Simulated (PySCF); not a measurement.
Compound: C₅H₉S (charge -1).
Numbering: `[CH2:1]=[CH:2][C:3]([CH3:4])([CH3:5])[S-:6]` (hydrogens: H7, H8 on C1; H9 on C2; H10, H11, H12 on C4; H13, H14, H15 on C5)

Computed geometry: GFN2-xTB, gas phase.

Give the optimised bond lengths and angles.

```tsv
bond	length (pm)
C1=C2	133.1
C2–C3	148.6
C3–C4, C3–C5	152.8
C3–S6	183.0
C1–H7	108.1
C1–H8	107.8
C2–H9	108.5
C4–H10 and 5 like bonds	109.1
```

Bonds in one row agree within 1 pm and their mean is given. A selection of angles:
```tsv
angle	degrees
C2–C1–H7	121.5
C2–C1–H8	122.8
H7–C1–H8	115.7
C1–C2–C3	127.9
C1–C2–H9	118.6
C3–C2–H9	113.2
C2–C3–C4	114.2
C2–C3–C5	111.0
C2–C3–S6	101.2
C4–C3–C5	109.7
C4–C3–S6	110.3
C3–C4–H10	110.0
C3–C4–H12	111.1
H10–C4–H11	108.0
H10–C4–H12	109.3
```

Torsions: C1–C2–C3–C4 12° (synperiplanar). The mirror-image conformer, all signs reversed, is as good.

C1 (terminal =CH2 carbon) is planar (angles 122.8°, 121.5° and 115.7°, sum 359.9°, 0.02 Å off the plane of its three neighbours). Of the pairs four or more bonds apart, C4···H8 is among the closest relative to their van der Waals radii: 2.68 Å, 92 % of the sum of Bondi's values. The 4 C–C bonds span 1.331 Å (C1=C2, drawn double) to 1.531 Å (C3–C5, drawn single), a spread of 0.200 Å. C2 (alkene CH carbon) is planar (angles 127.9°, 118.6° and 113.2°, sum 359.8°, 0.04 Å off the plane of its three neighbours).

Point group: C1 (no symmetry element, even within 0.4 Å). GFN2-xTB frequencies: not computed here.
